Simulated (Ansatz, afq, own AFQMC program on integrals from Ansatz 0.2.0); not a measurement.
# SiH₃O (doublet): AFQMC on the coupled-cluster ladder at scale of all distances = 0.863, cc-pVDZ

Aim: compute SiH₃O (doublet) with auxiliary-field quantum Monte Carlo on the same integrals as coupled cluster, and set the energies side by side.

The runs use Ansatz 0.2.0, Gaussian basis, and an in-house AFQMC program (afq) on its integrals; all values are calculated; cc-pVDZ, frozen cores.

The runs, in order: PBE (unrestricted); r2SCAN (unrestricted); PBE0 (unrestricted); B3LYP (unrestricted); wB97M-V (unrestricted); B2PLYP (unrestricted); CCSD(T) on UHF; Phaseless AFQMC, CISD trial on UHF.

3 further runs of the same task are left out: 1 for a known fault of the program, 2 that didn't finish. Runs told in other sessions of the task aren't counted.

### Step 1. The geometry

The geometry derives from a PBE0/def2-TZVP stationary point (not a proven minimum). All distances are scaled together.

5 atoms, charge 0, spin multiplicity 2.

Atoms are counted from 1 here; the program's logs count them from 0.

Bond lengths: Si1–O2 1.430 Å, Si1–H3 1.289 Å, Si1–H4 1.282 Å, Si1–H5 1.282 Å. Angles: O2–Si1–H3 100.6°, O2–Si1–H4 112.5°, O2–Si1–H5 112.5°, H3–Si1–H4 110.4°, H3–Si1–H5 110.4°, H4–Si1–H5 110.2°.

### Step 2. PBE (unrestricted)

in.yaml reads:

```yaml
crystal:
  periodic: [false, false, false]
  atoms:
    - {symbol: Si, position_ang: [0.003498, 0.000000, 0.459745]}
    - {symbol: O, position_ang: [-0.018955, 0.000001, -0.970318]}
    - {symbol: H, position_ang: [1.274014, -0.000098, 0.675846]}
    - {symbol: H, position_ang: [-0.535222, 1.051091, 0.957952]}
    - {symbol: H, position_ang: [-0.535384, -1.051008, 0.957952]}
basis:
  gaussian: {orbitals: cc-pVDZ}
magnetization: {spin_polarized: true, initial_magnetization: 1}
hamiltonian: {xc: {name: PBE}}
output: {orbitals: {seedname: orbitals}}
```

On the command line:

```bash
$ ansatz run in.yaml --threads 1 --pin off --events-out ev --progress --plain --max-ram 1382MiB
```

The program printed:

```text
Functional definition: PBE
  name "PBE"
  cite "Perdew, Burke & Ernzerhof, Phys. Rev. Lett. 77, 3865 (1996) doi:10.1103/PhysRevLett.77.3865"
  parent pbe
  parameter kappa = 0.804
  parameter beta = 0.06672455060314922
  exchange = pbe_x(kappa = kappa, mu = beta*pi^2/3)
  correlation = pbe_c(beta = beta)
547 factors; their error is unknown
mean field evaluation 1: about -9956.8612 eV, gradient 3.5e1 eV
mean field evaluation 2: about -9929.7618 eV, gradient 8.5e1 eV
mean field evaluation 4: about -9961.5308 eV, gradient 5.5e0 eV
mean field evaluation 8: about -9961.6965 eV, gradient 5.4e-2 eV
mean field evaluation 16: about -9961.6791 eV, gradient 1.4e-5 eV
mean field evaluation 32: about -9961.0979 eV, gradient 6.2e0 eV
mean field -9961.67914609 eV, -366.0849563501 hartree, gradient 1.4e-5 eV, S^2 0.752569; 4 other end points of the search recorded, 0 dependent functions left out
reference -9961.67917358 eV, -366.0849573606 hartree; 13, 12 occupied and 34, 35 virtual orbitals, 547 factors
Total energy: -9961.67917358 eV, -366.0849573606 hartree
```

It took 2.5 s on 1 thread of Intel Xeon Platinum 8259CL at 2.50GHz (Skylake/Cascade Lake), shared host.

From the report: ⟨S²⟩ of the determinant 0.753 (pure doublet: 0.75).

### Step 3. r2SCAN (unrestricted)

in.yaml: that of step 2 with these lines changed.

```diff
@@ -11,3 +11,2 @@
 magnetization: {spin_polarized: true, initial_magnetization: 1}
-hamiltonian: {xc: {name: PBE}}
-output: {orbitals: {seedname: orbitals}}
+hamiltonian: {xc: {name: r2SCAN}}
```

The command is unchanged.

The program printed:

```text
Functional definition: r2SCAN
  name "r2SCAN"
  cite "Furness, Kaplan, Ning, Perdew & Sun, J. Phys. Chem. Lett. 11, 8208 (2020) doi:10.1021/acs.jpclett.0c02405"
  cite "Furness, Kaplan, Ning, Perdew & Sun, J. Phys. Chem. Lett. 11, 9248 (2020) doi:10.1021/acs.jpclett.0c03077"
  parent r2scan
  parameter k0 = 0.174
  parameter k1 = 0.065
  parameter a1 = 4.9479
  exchange = r2scan_x(k0 = k0, k1 = k1, a1 = a1)
  correlation = r2scan_c
547 factors; their error is unknown
mean field evaluation 1: about -9962.1275 eV, gradient 3.4e1 eV
mean field evaluation 2: about -9945.3462 eV, gradient 7.1e1 eV
mean field evaluation 4: about -9966.5869 eV, gradient 2.9e0 eV
mean field evaluation 8: about -9966.6318 eV, gradient 1.6e-2 eV
mean field evaluation 16: about -9966.6143 eV, gradient 7.9e-5 eV
mean field evaluation 32: about -9966.3342 eV, gradient 7.6e-1 eV
mean field -9966.61433365 eV, -366.2663211477 hartree, gradient 1.5e-5 eV, S^2 0.755358; 4 other end points of the search recorded, 0 dependent functions left out
reference -9966.61434220 eV, -366.2663214619 hartree; 13, 12 occupied and 34, 35 virtual orbitals, 547 factors
Total energy: -9966.61434220 eV, -366.2663214619 hartree
```

Wall time 4.9 s (1 thread of Intel Xeon Platinum 8259CL at 2.50GHz (Skylake/Cascade Lake), shared host).

From the report: ⟨S²⟩ of the determinant 0.755 (pure doublet: 0.75).

### Step 4. PBE0 (unrestricted)

in.yaml: that of step 3 with these lines changed.

```diff
@@ -11,2 +11,3 @@
 magnetization: {spin_polarized: true, initial_magnetization: 1}
-hamiltonian: {xc: {name: r2SCAN}}
+hamiltonian: {xc: {name: PBE0}}
+output: {orbitals: {seedname: orbitals}}
```

Launched as before.

The program printed, cut to the lines that bear on the results:

```text
Functional definition: PBE0
  name "PBE0"
  cite "Adamo & Barone, J. Chem. Phys. 110, 6158 (1999) doi:10.1063/1.478522"
  cite "Perdew, Burke & Ernzerhof, Phys. Rev. Lett. 77, 3865 (1996) doi:10.1103/PhysRevLett.77.3865"
  parent pbe
[...]
438 factors; integrals over basis functions are off by at most 1.0e-3 eV
[...]
mean field -9962.70642699 eV, -366.1227082269 hartree, gradient 3.6e-6 eV, S^2 0.754711; 1 other end points of the search recorded, 0 dependent functions left out
reference -9962.70644760 eV, -366.1227089843 hartree; 13, 12 occupied and 34, 35 virtual orbitals, 438 factors
Total energy: -9962.70644760 eV, -366.1227089843 hartree
```

Wall time 2.5 s (1 thread of Intel Xeon Platinum 8259CL at 2.50GHz (Skylake/Cascade Lake), shared host).

From the report: ⟨S²⟩ of the determinant 0.755 (pure doublet: 0.75).

### Step 5. B3LYP (unrestricted)

in.yaml: that of step 4 with these lines changed.

```diff
@@ -11,3 +11,2 @@
 magnetization: {spin_polarized: true, initial_magnetization: 1}
-hamiltonian: {xc: {name: PBE0}}
-output: {orbitals: {seedname: orbitals}}
+hamiltonian: {xc: {name: B3LYP}}
```

Same command.

The program printed, cut to the lines that bear on the results:

```text
Functional definition: B3LYP
  name "B3LYP"
  cite "Stephens, Devlin, Chabalowski & Frisch, J. Phys. Chem. 98, 11623 (1994) doi:10.1021/j100096a001"
  cite "Becke, Phys. Rev. A 38, 3098 (1988) doi:10.1103/PhysRevA.38.3098"
  cite "Lee, Yang & Parr, Phys. Rev. B 37, 785 (1988) doi:10.1103/PhysRevB.37.785"
  cite "Vosko, Wilk & Nusair, Can. J. Phys. 58, 1200 (1980) doi:10.1139/p80-159"
[...]
438 factors; integrals over basis functions are off by at most 1.0e-3 eV
[...]
mean field -9969.01093243 eV, -366.3543945285 hartree, gradient 7.3e-6 eV, S^2 0.754206; 1 other end points of the search recorded, 0 dependent functions left out
reference -9969.01112204 eV, -366.3544014967 hartree; 13, 12 occupied and 34, 35 virtual orbitals, 438 factors
Total energy: -9969.01112204 eV, -366.3544014967 hartree
```

Wall time 2.1 s (1 thread of Intel Xeon Platinum 8259CL at 2.50GHz (Skylake/Cascade Lake), shared host).

From the report: ⟨S²⟩ of the determinant 0.754 (pure doublet: 0.75).

### Step 6. wB97M-V (unrestricted)

in.yaml: that of step 5 with these lines changed.

```diff
@@ -11,2 +11,3 @@
 magnetization: {spin_polarized: true, initial_magnetization: 1}
-hamiltonian: {xc: {name: B3LYP}}
+hamiltonian: {xc: {name: wB97M-V}}
+output: {orbitals: {seedname: orbitals}}
```

Same command.

The program printed, cut to the lines that bear on the results:

```text
Functional definition: wB97M-V
  name "wB97M-V"
  cite "Mardirossian & Head-Gordon, J. Chem. Phys. 144, 214110 (2016) doi:10.1063/1.4952647"
  cite "Becke, J. Chem. Phys. 107, 8554 (1997) doi:10.1063/1.475007"
  cite "Vydrov & Van Voorhis, J. Chem. Phys. 133, 244103 (2010) doi:10.1063/1.3521275"
  # Of w^i u^j: cxij and so on, Table III.
[...]
  gx(w, u) = 1 - cx + cx01*u + cx10*w
  gss(w, u) = css00 + css04*u^4 + css10*w + css20*w^2 + css43*w^4*u^3
  gos(w, u) = cos00 + cos10*w + (cos20 + cos21*u)*w^2 + (cos60 + cos61*u)*w^6
[...]
      + integral(e_c_pw_mod_opposite_spin*gos(b97_w_opposite, b97_u_opposite)) + vv10(b, c)
438 factors; integrals over basis functions are off by at most 1.0e-3 eV
148 factors; integrals over basis functions are off by at most 5.9e-6 eV
[...]
mean field -9966.90598928 eV, -366.2770392944 hartree, gradient 5.8e-6 eV, S^2 0.753996; 1 other end points of the search recorded, 0 dependent functions left out
reference -9966.90602071 eV, -366.2770404494 hartree; 13, 12 occupied and 34, 35 virtual orbitals, 438 factors
Total energy: -9966.90602071 eV, -366.2770404494 hartree
```

Run time: 8.5 s. Hardware: 1 thread of Intel Xeon Platinum 8259CL at 2.50GHz (Skylake/Cascade Lake), shared host.

From the report: ⟨S²⟩ of the determinant 0.754 (pure doublet: 0.75).

### Step 7. B2PLYP (unrestricted)

in.yaml: that of step 6 with these lines changed.

```diff
@@ -11,3 +11,3 @@
 magnetization: {spin_polarized: true, initial_magnetization: 1}
-hamiltonian: {xc: {name: wB97M-V}}
-output: {orbitals: {seedname: orbitals}}
+hamiltonian: {xc: {name: B2PLYP}}
+correlation: {electrons: outside_noble_gas}
```

Same command.

The program printed, cut to the lines that bear on the results:

```text
Functional definition: B2PLYP
  name "B2PLYP"
  cite "Grimme, J. Chem. Phys. 124, 034108 (2006) doi:10.1063/1.2148954"
  cite "Becke, Phys. Rev. A 38, 3098 (1988) doi:10.1103/PhysRevA.38.3098"
  cite "Lee, Yang & Parr, Phys. Rev. B 37, 785 (1988) doi:10.1103/PhysRevB.37.785"
[...]
438 factors; integrals over basis functions are off by at most 1.0e-3 eV
[...]
mean field -9960.83693637 eV, -366.0540057137 hartree, gradient 3.0e-6 eV, S^2 0.756219; 2 other end points of the search recorded, 0 dependent functions left out
6 core orbitals not correlated: weight in the atoms' cores, before any rotation towards them, 1.000 or more for the frozen orbitals, at most 0.000 for the correlated occupied ones
reference -9960.83705753 eV, -366.0540101663 hartree; 7, 6 occupied and 34, 35 virtual orbitals, 438 factors
second order -8.14871416 eV of doubles, -0.00000000 eV of singles
Total energy: -9963.03721035 eV, -366.1348642913 hartree
```

It took 2.5 s on 1 thread of Intel Xeon Platinum 8259CL at 2.50GHz (Skylake/Cascade Lake), shared host.

From the report: ⟨S²⟩ of the determinant 0.756 (pure doublet: 0.75).

### Step 8. CCSD(T) on UHF

in.yaml: that of step 7 with these lines changed.

```diff
@@ -11,3 +11,2 @@
 magnetization: {spin_polarized: true, initial_magnetization: 1}
-hamiltonian: {xc: {name: B2PLYP}}
-correlation: {electrons: outside_noble_gas}
+correlation: {method: ccsd_t, electrons: outside_noble_gas, hamiltonian_folder: ham}
```

Same command.

The program printed, cut to the lines that bear on the results:

```text
Functional definition: HF
  name "HF"
  cite "Fock, Z. Phys. 61, 126 (1930) doi:10.1007/BF01340294"
  parent pbe
[...]
438 factors; integrals over basis functions are off by at most 1.0e-3 eV
[...]
mean field -9942.74941672 eV, -365.3893016269 hartree, gradient 2.8e-6 eV, S^2 0.757383; 6 other end points of the search recorded, 0 dependent functions left out
determinant -9942.74941672 eV, -365.3893016269 hartree, with singles and doubles -9950.32543596 eV, -365.6677151987 hartree
determinant -9942.51810036 eV, -365.3808009075 hartree, with singles and doubles -9950.04293276 eV, -365.6573333977 hartree
determinant -9940.81486074 eV, -365.3182080058 hartree, with singles and doubles -9948.31316999 eV, -365.5937657884 hartree
determinant -9942.74941672 eV, -365.3893016269 hartree, with singles and doubles -9950.32656832 eV, -365.6677568121 hartree
determinant -9942.51810036 eV, -365.3808009075 hartree, with singles and doubles -9950.04415401 eV, -365.6573782776 hartree
6 core orbitals not correlated: weight in the atoms' cores, before any rotation towards them, 1.000 or more for the frozen orbitals, at most 0.000 for the correlated occupied ones
reference -9942.74941672 eV, -365.3893016269 hartree; 7, 6 occupied and 34, 35 virtual orbitals, 438 factors
second order -6.58693099 eV of doubles, -0.00000000 eV of singles
cycle   1  -7.57714886 eV  change    2.7e-6 eV  update   1.5e-6
perturbative correction -0.12903229 eV, -0.0047418490 hartree
Total energy: -9950.45559787 eV, -365.6724985605 hartree
```

It took 6.5 s on 1 thread of Intel Xeon Platinum 8259CL at 2.50GHz (Skylake/Cascade Lake), shared host.

From the report: ⟨S²⟩ of the determinant 0.757 (pure doublet: 0.75); correlation -7.7062 eV; T1 0.025; largest double amplitude 0.03.

This run also writes the integrals to the folder ham.

### Step 9. Phaseless AFQMC, CISD trial on UHF

It reads the integrals that the CCSD(T) run on this determinant wrote.

On the command line:

```bash
$ afq ham --method phaseless --trial cisd --walkers 60 --populations 1 --least-time 40 --time-step 0.005 --steps-per-block 50 --equilibration-blocks 28 --max-blocks 300 --target-error 0.00043 --factor-cut 1e-05 --start spin_pure --seed 5379 --release-times 0.24,0.51,0.99,1.62,2.4 --release-step 0.03 --release-every 4 --taylor-order 6
```

The program printed:

```text
orbitals 41  electrons 7 6  factors 321 of 438
reference energy -365.38930163 Eh
CCSD correlation -0.27845484 Eh in 14 cycles, weight of the determinant in the CISD state 0.8934
energy of the start -365.667654 Eh
 block  time / (1/Eh)  mean weight  energy / Eh
     1     0.250  1.0008  -365.664787
     2     0.500  0.9957  -365.666415
     3     0.750  1.0016  -365.667459
     4     1.000  1.0003  -365.670691
     5     1.250  1.0013  -365.673180
     6     1.500  0.9987  -365.674813
     7     1.750  0.9982  -365.672402
     8     2.000  1.0005  -365.671810
     9     2.250  0.9961  -365.671753
    10     2.500  0.9996  -365.670122
    13     3.250  1.0024  -365.670565
    17     4.250  1.0010  -365.671315
    21     5.250  1.0001  -365.677548
    25     6.250  1.0014  -365.668743
    29     7.250  1.0032  -365.678228
    33     8.250  0.9980  -365.675748
    37     9.250  1.0005  -365.672506
    41    10.250  1.0035  -365.670341
    45    11.250  0.9976  -365.677982
    49    12.250  0.9982  -365.673011
    53    13.250  0.9993  -365.670617
    57    14.250  0.9977  -365.676832
    61    15.250  0.9996  -365.674809
    65    16.250  0.9952  -365.669862
    69    17.250  1.0025  -365.673557
    73    18.250  0.9989  -365.676519
    77    19.250  1.0007  -365.665204
    81    20.250  1.0015  -365.678152
    85    21.250  0.9959  -365.675844
    89    22.250  0.9984  -365.675726
    93    23.250  0.9970  -365.671797
    97    24.250  0.9997  -365.678849
   101    25.250  1.0002  -365.673183
   105    26.250  1.0036  -365.682047
   109    27.250  0.9992  -365.672163
   113    28.250  0.9971  -365.672671
   117    29.250  0.9999  -365.673810
   121    30.250  1.0005  -365.669712
   125    31.250  1.0018  -365.670893
   129    32.250  1.0019  -365.672546
   133    33.250  0.9992  -365.671182
   137    34.250  0.9999  -365.675058
   141    35.250  0.9993  -365.671366
   145    36.250  1.0003  -365.679653
   149    37.250  0.9991  -365.669297
   153    38.250  1.0006  -365.676241
   157    39.250  0.9981  -365.673865
   161    40.250  1.0015  -365.667143
   165    41.250  1.0008  -365.669020
   169    42.250  0.9995  -365.670250
   173    43.250  0.9986  -365.667758
   177    44.250  1.0016  -365.663725
   181    45.250  1.0026  -365.677167
   185    46.250  0.9975  -365.671424
   189    47.250  1.0007  -365.672435
   193    48.250  0.9986  -365.666690
   197    49.250  0.9982  -365.672197
blocks merged  error / Eh  count
     1  0.000317  170
     2  0.000379  85
     4  0.000421  42
     8  0.000398  21
    16  0.000486  10
released: time / (1/Eh)  energy / Eh  error  mean overlap
  0.24  -365.673587  0.000559  0.9953
  0.51  -365.672840  0.000523  1.0095
  0.99  -365.674324  0.000517  0.9849
  1.62  -365.673288  0.000582  1.0105
  2.40  -365.673014  0.000855  0.9976
energy -365.673033 +/- 0.000421 Eh
```

It took 7.6 min on 1 thread of Intel Xeon Platinum 8259CL at 2.50GHz (Skylake/Cascade Lake), shared host.

Energy -9950.4701 ± 0.0115 eV. Caveats: constraint bias not in the error.

### Step 10. All levels side by side

On the UHF determinant, counted from CCSD(T) (a yardstick, not exact):

| level | energy (eV) | from CCSD(T) (meV) | statistical error (meV) | time |
| --- | --- | --- | --- | --- |
| HF | -9942.7494 | +7706.2 |  |  |
| MP2 | -9949.3363 | +1119.3 |  |  |
| CCSD | -9950.3266 | +129.0 |  |  |
| CCSD(T) | -9950.4556 | 0.0 |  |  |
| Phaseless AFQMC, CISD trial, step 0.005, 60 walkers | -9950.4701 | -14.5 | 11.5 | 7.6 min |

The functionals' totals stand on their own zeros and serve differences with other points: PBE -9961.679 eV; r2SCAN -9966.614 eV; PBE0 -9962.706 eV; B3LYP -9969.011 eV; wB97M-V -9966.906 eV; B2PLYP -9963.037 eV.

### Step 11. Results

| quantity | value |
| --- | --- |
| Phaseless AFQMC, CISD trial on UHF from CCSD(T) | -14.5 ± 11.5 meV |

In words: On UHF the phaseless walk with the CISD trial lies -14.5 meV from CCSD(T), within three error bars. Error bars are statistical and leave out the constraint, the time step and what remains of the start.
